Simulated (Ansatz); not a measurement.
# A ladder of methods for NaLi (lithium sodium)

NaLi has 2 atoms, charge 0, and is taken as a singlet. SMILES: `[Li][Na]`. Geometry: the measured bond length.

```xyz
2

Li    0.0000    0.0000    0.0000
Na    0.0000    0.0000    2.8100
```

Each level gives the energy change with the Li1–Na2 bond stretched from 2.810 to 5.620 Å (eV). The values are calculated.

```
                        level                    kind  program  value (eV)  less FCI/STO-3G
       HF/STO-3G (restricted)            Hartree–Fock   Ansatz        3.07            +0.22
    SVWN5/STO-3G (restricted)                     LDA   Ansatz        3.26            +0.41
      PBE/STO-3G (restricted)                     GGA   Ansatz        3.15            +0.30
    BHLYP/STO-3G (restricted)           global hybrid   Ansatz        3.33            +0.48
CAM-B3LYP/STO-3G (restricted)  range-separated hybrid   Ansatz        3.40            +0.55
  RPA@PBE/STO-3G (restricted)                     RPA   Ansatz        2.91            +0.06
      MP2/STO-3G (restricted)     perturbation theory   Ansatz        3.05            +0.20
     CCSD/STO-3G (restricted)   coupled cluster or CI   Ansatz        2.85             0.00
                   FCI/STO-3G      exact in the basis   Ansatz        2.85             0.00
```

FCI/STO-3G is exact within its basis and frozen core, so for wave-function methods in that basis the difference is their error; functionals converge differently with the basis, so for them it is only a difference. The first shape isn't each level's own minimum. The values span 2.85 to 3.40 eV. Minimal STO sets describe s-block atoms so badly that they can place the ion below the atom. All rows use very small basis sets, so even the best lies far from the true value.
